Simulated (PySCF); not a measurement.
Molfile (atoms numbered from 1):
```
C4H9Cl
     RDKit          3D

 14 13  0  0  0  0  0  0  0  0999 V2000
   -1.9449    0.1333   -0.3053 C   0  0  0  0  0  0  0  0  0  0  0  0
   -0.4742   -0.0248   -0.6499 C   0  0  0  0  0  0  0  0  0  0  0  0
    0.4194    0.0247    0.5810 C   0  0  0  0  0  0  0  0  0  0  0  0
    1.8765   -0.1388    0.2207 C   0  0  0  0  0  0  0  0  0  0  0  0
    2.9289   -0.0597    1.6612 Cl  0  0  0  0  0  0  0  0  0  0  0  0
   -2.2805   -0.6654    0.3615 H   0  0  0  0  0  0  0  0  0  0  0  0
   -2.5699    0.1051   -1.2002 H   0  0  0  0  0  0  0  0  0  0  0  0
   -2.1296    1.0846    0.2007 H   0  0  0  0  0  0  0  0  0  0  0  0
   -0.3191   -0.9742   -1.1748 H   0  0  0  0  0  0  0  0  0  0  0  0
   -0.1734    0.7631   -1.3498 H   0  0  0  0  0  0  0  0  0  0  0  0
    0.1316   -0.7634    1.2839 H   0  0  0  0  0  0  0  0  0  0  0  0
    0.2826    0.9761    1.1044 H   0  0  0  0  0  0  0  0  0  0  0  0
    2.2133    0.6493   -0.4531 H   0  0  0  0  0  0  0  0  0  0  0  0
    2.0674   -1.1039   -0.2495 H   0  0  0  0  0  0  0  0  0  0  0  0
  1  2  1  0
  2  3  1  0
  3  4  1  0
  4  5  1  0
  1  6  1  0
  1  7  1  0
  1  8  1  0
  2  9  1  0
  2 10  1  0
  3 11  1  0
  3 12  1  0
  4 13  1  0
  4 14  1  0
M  END
```

Geometry: PBE0-D3(BJ)/def2-TZVP; GIAO shifts from PySCF, gas phase, non-relativistic, averaged over equivalent atoms.

At KT3/pcSseg-2 (313 basis functions):
| atoms | δ (ppm) |
| --- | --- |
| C4 | 51.7 |
| C3 | 43.2 |
| C2 | 27.9 |
| C1 | 17.7 |
| Cl5 | 108.1 |
| H13/H14 | 3.48 |
| H11/H12 | 1.71 |
| H9/H10 | 1.30 |
| H6/H7/H8 | 1.04 |

δ = σ(ref) − σ, references computed at the same level: ¹³C (σref 183.24) and ¹H (σref 31.63) vs TMS; HCl for ³⁵Cl (σref 942.39).

Estimate the result of repeating the calculation with B97-2/pcSseg-2.

Answers


```tsv
atoms	δ at B97-2/pcSseg-2	change
C4	51.2	-0.5
C3	41.7	-1.5
C2	26.6	-1.3
C1	17.2	-0.5
Cl5	95.2	-12.9
H13/H14	3.38	-0.10
H11/H12	1.68	-0.03
H9/H10	1.23	-0.07
H6/H7/H8	1.02	-0.02
```

Referencing at the same level of theory: TMS for ¹³C (σref 185.38) and ¹H (σref 31.64); ³⁵Cl (σref 941.52) against HCl.

The largest change is at Cl5 (chlorine bonded to C). Cost: 313 basis functions. The order of the carbon signals is the same at both levels.

Carbons that carry Cl, above all several Cl atoms, come out too deshielded, partly because spin–orbit coupling is missing.
